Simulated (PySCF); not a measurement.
**Ionisation energy of S by level of theory**

S [Ne] 3s2 3p4 (3P) → S⁺ [Ne] 3s2 3p3 (4S), as a difference of total energies. Computed with PySCF 2.14 in x2c-TZVPPall with one added diffuse shell each of s, p, d type (6s6p4d1f, 51 functions), with scalar relativity by spin-free X2C-1e. Correlated levels: valence: [Ne] frozen. The calculations carry no spin-orbit coupling.

Q: Order these methods by the ionisation energy they give, lowest first.
A. UHF
B. CCSD(T) (valence)
C. SCS-MP2 (valence)
D. MP2 (valence)

A: A (9.222 eV), D (9.960 eV), C (10.038 eV), B (10.102 eV).

Errors of the correlated levels include the incompleteness of this basis and the frozen core.

For comparison: 10.336 eV (measured; NIST levels, between the centres of gravity of the two terms).
